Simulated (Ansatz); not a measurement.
# C3N: the cost of one run

Computed with Ansatz 0.2.0 (the levels named in each step, unless a step's input says otherwise).

### Step 1. The structure to begin with

Bond lengths: C1–C2 1.250 Å, C2–C3 1.347 Å, C3–N4 1.171 Å. Angles: C1–C2–C3 180.0°, C2–C3–N4 180.0°.

Coordinates:

```xyz
4

C     0.0000    0.0000   -1.9038
C     0.0000    0.0000   -0.6539
C     0.0000    0.0000    0.6933
N     0.0000    0.0000    1.8643
```

### Step 2. A rough first relaxation, PBE-D4/def2-SVPD

Contents of input.yaml:

```yaml
crystal:
  periodic: [false, false, false]
  atoms:
    - { symbol: C, position_ang: [0.0, 0.0, -1.90376] }
    - { symbol: C, position_ang: [0.0, 0.0, -0.65387] }
    - { symbol: C, position_ang: [0.0, 0.0, 0.69331] }
    - { symbol: "N", position_ang: [0.0, 0.0, 1.86432] }
total_charge: -1
basis:
  gaussian: { orbitals: def2-SVPD }
hamiltonian:
  xc: pbe
  dispersion: d4
relax:
  f_tol: 0.03
  max_steps: 200
```

The run is started by

```bash
$ ansatz run input.yaml --threads 4 --pin off --max-ram 10240MiB --backend cpu --events-out ev --progress --plain --runs-dir out
```

What time and memory should one allow on 4 threads of Arm Neoverse V1, shared host?

About 1.9 s, with a peak of 0.12 GiB.
